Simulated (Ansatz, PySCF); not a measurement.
Breaking a bond: LiH, singlet.

Levels of theory: UHF/def2-TZVP (Ansatz, a first-principles code); RHF/def2-TZVP (Ansatz); UKS-PBE0 = unrestricted PBE0/def2-TZVP (Ansatz); RKS-PBE0 = restricted PBE0/def2-TZVP (Ansatz); UKS-BLYP = unrestricted BLYP/def2-TZVP (Ansatz); RKS-BLYP = restricted BLYP/def2-TZVP (Ansatz); UKS-PBE = unrestricted PBE/def2-TZVP in Ansatz; RKS-PBE = restricted PBE/def2-TZVP in Ansatz; UKS-B3LYP/6-31G* = unrestricted B3LYP/6-31G*, spherical d in PySCF; RKS-B3LYP/6-31G* = restricted B3LYP/6-31G*, spherical d in PySCF.

Scanned distances (Å): 1.22, 1.27, 1.36, 1.47, 1.51, 1.55, 1.60, 1.67, 1.69, 1.74, 1.84, 2.01, 2.16, 2.39, 2.61, 2.86, 3.19, 3.52, 3.88, 4.36, 4.72, 5.55, 6.37.

Task: Where does the unrestricted solution first break spin symmetry (<S²> of 0.01 or more)?

Result: UHF: between 2.16 and 2.39 Å; UKS-PBE0: between 2.61 and 2.86 Å; UKS-BLYP: between 2.61 and 2.86 Å; UKS-PBE: between 2.61 and 2.86 Å; UKS-B3LYP/6-31G*: between 2.61 and 2.86 Å.

```json
[
 {"R / Å": "1.22", "<S²> UHF": "0.00", "E(RHF) − E(UHF) / kcal/mol": "0.0", "<S²> UKS-PBE0": "0.00", "E(RKS-PBE0) − E(UKS-PBE0) / kcal/mol": "0.0", "<S²> UKS-BLYP": "0.00", "E(RKS-BLYP) − E(UKS-BLYP) / kcal/mol": "0.0", "<S²> UKS-PBE": "0.00", "E(RKS-PBE) − E(UKS-PBE) / kcal/mol": "0.0", "<S²> UKS-B3LYP/6-31G*": "0.00", "E(RKS-B3LYP/6-31G*) − E(UKS-B3LYP/6-31G*) / kcal/mol": "0.0"},
 {"R / Å": "1.27", "<S²> UHF": "0.00", "E(RHF) − E(UHF) / kcal/mol": "0.0", "<S²> UKS-PBE0": "0.00", "E(RKS-PBE0) − E(UKS-PBE0) / kcal/mol": "0.0", "<S²> UKS-BLYP": "0.00", "E(RKS-BLYP) − E(UKS-BLYP) / kcal/mol": "0.0", "<S²> UKS-PBE": "0.00", "E(RKS-PBE) − E(UKS-PBE) / kcal/mol": "0.0", "<S²> UKS-B3LYP/6-31G*": "0.00", "E(RKS-B3LYP/6-31G*) − E(UKS-B3LYP/6-31G*) / kcal/mol": "0.0"},
 {"R / Å": "1.36", "<S²> UHF": "0.00", "E(RHF) − E(UHF) / kcal/mol": "0.0", "<S²> UKS-PBE0": "0.00", "E(RKS-PBE0) − E(UKS-PBE0) / kcal/mol": "0.0", "<S²> UKS-BLYP": "0.00", "E(RKS-BLYP) − E(UKS-BLYP) / kcal/mol": "0.0", "<S²> UKS-PBE": "0.00", "E(RKS-PBE) − E(UKS-PBE) / kcal/mol": "0.0", "<S²> UKS-B3LYP/6-31G*": "0.00", "E(RKS-B3LYP/6-31G*) − E(UKS-B3LYP/6-31G*) / kcal/mol": "0.0"},
 {"R / Å": "1.47", "<S²> UHF": "0.00", "E(RHF) − E(UHF) / kcal/mol": "0.0", "<S²> UKS-PBE0": "0.00", "E(RKS-PBE0) − E(UKS-PBE0) / kcal/mol": "0.0", "<S²> UKS-BLYP": "0.00", "E(RKS-BLYP) − E(UKS-BLYP) / kcal/mol": "0.0", "<S²> UKS-PBE": "0.00", "E(RKS-PBE) − E(UKS-PBE) / kcal/mol": "0.0", "<S²> UKS-B3LYP/6-31G*": "0.00", "E(RKS-B3LYP/6-31G*) − E(UKS-B3LYP/6-31G*) / kcal/mol": "0.0"},
 {"R / Å": "1.51", "<S²> UHF": "0.00", "E(RHF) − E(UHF) / kcal/mol": "0.0", "<S²> UKS-PBE0": "0.00", "E(RKS-PBE0) − E(UKS-PBE0) / kcal/mol": "0.0", "<S²> UKS-BLYP": "0.00", "E(RKS-BLYP) − E(UKS-BLYP) / kcal/mol": "0.0", "<S²> UKS-PBE": "0.00", "E(RKS-PBE) − E(UKS-PBE) / kcal/mol": "0.0", "<S²> UKS-B3LYP/6-31G*": "0.00", "E(RKS-B3LYP/6-31G*) − E(UKS-B3LYP/6-31G*) / kcal/mol": "0.0"},
 {"R / Å": "1.55", "<S²> UHF": "0.00", "E(RHF) − E(UHF) / kcal/mol": "0.0", "<S²> UKS-PBE0": "0.00", "E(RKS-PBE0) − E(UKS-PBE0) / kcal/mol": "0.0", "<S²> UKS-BLYP": "0.00", "E(RKS-BLYP) − E(UKS-BLYP) / kcal/mol": "0.0", "<S²> UKS-PBE": "0.00", "E(RKS-PBE) − E(UKS-PBE) / kcal/mol": "0.0", "<S²> UKS-B3LYP/6-31G*": "0.00", "E(RKS-B3LYP/6-31G*) − E(UKS-B3LYP/6-31G*) / kcal/mol": "0.0"},
 {"R / Å": "1.60", "<S²> UHF": "0.00", "E(RHF) − E(UHF) / kcal/mol": "0.0", "<S²> UKS-PBE0": "0.00", "E(RKS-PBE0) − E(UKS-PBE0) / kcal/mol": "0.0", "<S²> UKS-BLYP": "0.00", "E(RKS-BLYP) − E(UKS-BLYP) / kcal/mol": "0.0", "<S²> UKS-PBE": "0.00", "E(RKS-PBE) − E(UKS-PBE) / kcal/mol": "0.0", "<S²> UKS-B3LYP/6-31G*": "0.00", "E(RKS-B3LYP/6-31G*) − E(UKS-B3LYP/6-31G*) / kcal/mol": "0.0"},
 {"R / Å": "1.67", "<S²> UHF": "0.00", "E(RHF) − E(UHF) / kcal/mol": "0.0", "<S²> UKS-PBE0": "0.00", "E(RKS-PBE0) − E(UKS-PBE0) / kcal/mol": "0.0", "<S²> UKS-BLYP": "0.00", "E(RKS-BLYP) − E(UKS-BLYP) / kcal/mol": "0.0", "<S²> UKS-PBE": "0.00", "E(RKS-PBE) − E(UKS-PBE) / kcal/mol": "0.0", "<S²> UKS-B3LYP/6-31G*": "0.00", "E(RKS-B3LYP/6-31G*) − E(UKS-B3LYP/6-31G*) / kcal/mol": "0.0"},
 {"R / Å": "1.69", "<S²> UHF": "0.00", "E(RHF) − E(UHF) / kcal/mol": "0.0", "<S²> UKS-PBE0": "0.00", "E(RKS-PBE0) − E(UKS-PBE0) / kcal/mol": "0.0", "<S²> UKS-BLYP": "0.00", "E(RKS-BLYP) − E(UKS-BLYP) / kcal/mol": "0.0", "<S²> UKS-PBE": "0.00", "E(RKS-PBE) − E(UKS-PBE) / kcal/mol": "0.0", "<S²> UKS-B3LYP/6-31G*": "0.00", "E(RKS-B3LYP/6-31G*) − E(UKS-B3LYP/6-31G*) / kcal/mol": "0.0"},
 {"R / Å": "1.74", "<S²> UHF": "0.00", "E(RHF) − E(UHF) / kcal/mol": "0.0", "<S²> UKS-PBE0": "0.00", "E(RKS-PBE0) − E(UKS-PBE0) / kcal/mol": "0.0", "<S²> UKS-BLYP": "0.00", "E(RKS-BLYP) − E(UKS-BLYP) / kcal/mol": "0.0", "<S²> UKS-PBE": "0.00", "E(RKS-PBE) − E(UKS-PBE) / kcal/mol": "0.0", "<S²> UKS-B3LYP/6-31G*": "0.00", "E(RKS-B3LYP/6-31G*) − E(UKS-B3LYP/6-31G*) / kcal/mol": "0.0"},
 {"R / Å": "1.84", "<S²> UHF": "0.00", "E(RHF) − E(UHF) / kcal/mol": "0.0", "<S²> UKS-PBE0": "0.00", "E(RKS-PBE0) − E(UKS-PBE0) / kcal/mol": "0.0", "<S²> UKS-BLYP": "0.00", "E(RKS-BLYP) − E(UKS-BLYP) / kcal/mol": "0.0", "<S²> UKS-PBE": "0.00", "E(RKS-PBE) − E(UKS-PBE) / kcal/mol": "0.0", "<S²> UKS-B3LYP/6-31G*": "0.00", "E(RKS-B3LYP/6-31G*) − E(UKS-B3LYP/6-31G*) / kcal/mol": "0.0"},
 {"R / Å": "2.01", "<S²> UHF": "0.00", "E(RHF) − E(UHF) / kcal/mol": "0.0", "<S²> UKS-PBE0": "0.00", "E(RKS-PBE0) − E(UKS-PBE0) / kcal/mol": "0.0", "<S²> UKS-BLYP": "0.00", "E(RKS-BLYP) − E(UKS-BLYP) / kcal/mol": "0.0", "<S²> UKS-PBE": "0.00", "E(RKS-PBE) − E(UKS-PBE) / kcal/mol": "0.0", "<S²> UKS-B3LYP/6-31G*": "0.00", "E(RKS-B3LYP/6-31G*) − E(UKS-B3LYP/6-31G*) / kcal/mol": "0.0"},
 {"R / Å": "2.16", "<S²> UHF": "0.00", "E(RHF) − E(UHF) / kcal/mol": "0.0", "<S²> UKS-PBE0": "0.00", "E(RKS-PBE0) − E(UKS-PBE0) / kcal/mol": "0.0", "<S²> UKS-BLYP": "0.00", "E(RKS-BLYP) − E(UKS-BLYP) / kcal/mol": "0.0", "<S²> UKS-PBE": "0.00", "E(RKS-PBE) − E(UKS-PBE) / kcal/mol": "0.0", "<S²> UKS-B3LYP/6-31G*": "0.00", "E(RKS-B3LYP/6-31G*) − E(UKS-B3LYP/6-31G*) / kcal/mol": "0.0"},
 {"R / Å": "2.39", "<S²> UHF": "0.33", "E(RHF) − E(UHF) / kcal/mol": "1.0", "<S²> UKS-PBE0": "0.00", "E(RKS-PBE0) − E(UKS-PBE0) / kcal/mol": "0.0", "<S²> UKS-BLYP": "0.00", "E(RKS-BLYP) − E(UKS-BLYP) / kcal/mol": "0.0", "<S²> UKS-PBE": "0.00", "E(RKS-PBE) − E(UKS-PBE) / kcal/mol": "0.0", "<S²> UKS-B3LYP/6-31G*": "0.00", "E(RKS-B3LYP/6-31G*) − E(UKS-B3LYP/6-31G*) / kcal/mol": "0.0"},
 {"R / Å": "2.61", "<S²> UHF": "0.61", "E(RHF) − E(UHF) / kcal/mol": "4.7", "<S²> UKS-PBE0": "0.00", "E(RKS-PBE0) − E(UKS-PBE0) / kcal/mol": "0.0", "<S²> UKS-BLYP": "0.00", "E(RKS-BLYP) − E(UKS-BLYP) / kcal/mol": "0.0", "<S²> UKS-PBE": "0.00", "E(RKS-PBE) − E(UKS-PBE) / kcal/mol": "0.0", "<S²> UKS-B3LYP/6-31G*": "0.00", "E(RKS-B3LYP/6-31G*) − E(UKS-B3LYP/6-31G*) / kcal/mol": "0.0"},
 {"R / Å": "2.86", "<S²> UHF": "0.78", "E(RHF) − E(UHF) / kcal/mol": "10.7", "<S²> UKS-PBE0": "0.26", "E(RKS-PBE0) − E(UKS-PBE0) / kcal/mol": "0.7", "<S²> UKS-BLYP": "0.12", "E(RKS-BLYP) − E(UKS-BLYP) / kcal/mol": "0.1", "<S²> UKS-PBE": "0.15", "E(RKS-PBE) − E(UKS-PBE) / kcal/mol": "0.2", "<S²> UKS-B3LYP/6-31G*": "0.23", "E(RKS-B3LYP/6-31G*) − E(UKS-B3LYP/6-31G*) / kcal/mol": "0.5"},
 {"R / Å": "3.19", "<S²> UHF": "0.89", "E(RHF) − E(UHF) / kcal/mol": "19.6", "<S²> UKS-PBE0": "0.52", "E(RKS-PBE0) − E(UKS-PBE0) / kcal/mol": "3.5", "<S²> UKS-BLYP": "0.36", "E(RKS-BLYP) − E(UKS-BLYP) / kcal/mol": "1.3", "<S²> UKS-PBE": "0.39", "E(RKS-PBE) − E(UKS-PBE) / kcal/mol": "1.6", "<S²> UKS-B3LYP/6-31G*": "0.49", "E(RKS-B3LYP/6-31G*) − E(UKS-B3LYP/6-31G*) / kcal/mol": "3.0"},
 {"R / Å": "3.52", "<S²> UHF": "0.94", "E(RHF) − E(UHF) / kcal/mol": "28.4", "<S²> UKS-PBE0": "0.70", "E(RKS-PBE0) − E(UKS-PBE0) / kcal/mol": "7.3", "<S²> UKS-BLYP": "0.52", "E(RKS-BLYP) − E(UKS-BLYP) / kcal/mol": "3.2", "<S²> UKS-PBE": "0.57", "E(RKS-PBE) − E(UKS-PBE) / kcal/mol": "3.8", "<S²> UKS-B3LYP/6-31G*": "0.65", "E(RKS-B3LYP/6-31G*) − E(UKS-B3LYP/6-31G*) / kcal/mol": "6.5"},
 {"R / Å": "3.88", "<S²> UHF": "0.97", "E(RHF) − E(UHF) / kcal/mol": "37.3", "<S²> UKS-PBE0": "0.84", "E(RKS-PBE0) − E(UKS-PBE0) / kcal/mol": "11.7", "<S²> UKS-BLYP": "0.63", "E(RKS-BLYP) − E(UKS-BLYP) / kcal/mol": "5.3", "<S²> UKS-PBE": "0.70", "E(RKS-PBE) − E(UKS-PBE) / kcal/mol": "6.5", "<S²> UKS-B3LYP/6-31G*": "0.76", "E(RKS-B3LYP/6-31G*) − E(UKS-B3LYP/6-31G*) / kcal/mol": "10.5"},
 {"R / Å": "4.36", "<S²> UHF": "0.99", "E(RHF) − E(UHF) / kcal/mol": "47.6", "<S²> UKS-PBE0": "0.96", "E(RKS-PBE0) − E(UKS-PBE0) / kcal/mol": "17.6", "<S²> UKS-BLYP": "0.73", "E(RKS-BLYP) − E(UKS-BLYP) / kcal/mol": "7.9", "<S²> UKS-PBE": "0.82", "E(RKS-PBE) − E(UKS-PBE) / kcal/mol": "9.8", "<S²> UKS-B3LYP/6-31G*": "0.87", "E(RKS-B3LYP/6-31G*) − E(UKS-B3LYP/6-31G*) / kcal/mol": "15.4"},
 {"R / Å": "4.72", "<S²> UHF": "0.99", "E(RHF) − E(UHF) / kcal/mol": "54.2", "<S²> UKS-PBE0": "0.99", "E(RKS-PBE0) − E(UKS-PBE0) / kcal/mol": "21.5", "<S²> UKS-BLYP": "0.78", "E(RKS-BLYP) − E(UKS-BLYP) / kcal/mol": "9.6", "<S²> UKS-PBE": "0.90", "E(RKS-PBE) − E(UKS-PBE) / kcal/mol": "12.0", "<S²> UKS-B3LYP/6-31G*": "0.92", "E(RKS-B3LYP/6-31G*) − E(UKS-B3LYP/6-31G*) / kcal/mol": "18.7"},
 {"R / Å": "5.55", "<S²> UHF": "1.00", "E(RHF) − E(UHF) / kcal/mol": "65.9", "<S²> UKS-PBE0": "1.00", "E(RKS-PBE0) − E(UKS-PBE0) / kcal/mol": "28.1", "<S²> UKS-BLYP": "0.84", "E(RKS-BLYP) − E(UKS-BLYP) / kcal/mol": "12.2", "<S²> UKS-PBE": "1.00", "E(RKS-PBE) − E(UKS-PBE) / kcal/mol": "16.5", "<S²> UKS-B3LYP/6-31G*": "0.99", "E(RKS-B3LYP/6-31G*) − E(UKS-B3LYP/6-31G*) / kcal/mol": "24.6"},
 {"R / Å": "6.37", "<S²> UHF": "1.00", "E(RHF) − E(UHF) / kcal/mol": "73.6", "<S²> UKS-PBE0": "1.00", "E(RKS-PBE0) − E(UKS-PBE0) / kcal/mol": "31.8", "<S²> UKS-BLYP": "0.87", "E(RKS-BLYP) − E(UKS-BLYP) / kcal/mol": "13.7", "<S²> UKS-PBE": "1.00", "E(RKS-PBE) − E(UKS-PBE) / kcal/mol": "18.9", "<S²> UKS-B3LYP/6-31G*": "1.00", "E(RKS-B3LYP/6-31G*) − E(UKS-B3LYP/6-31G*) / kcal/mol": "28.2"}
]
```
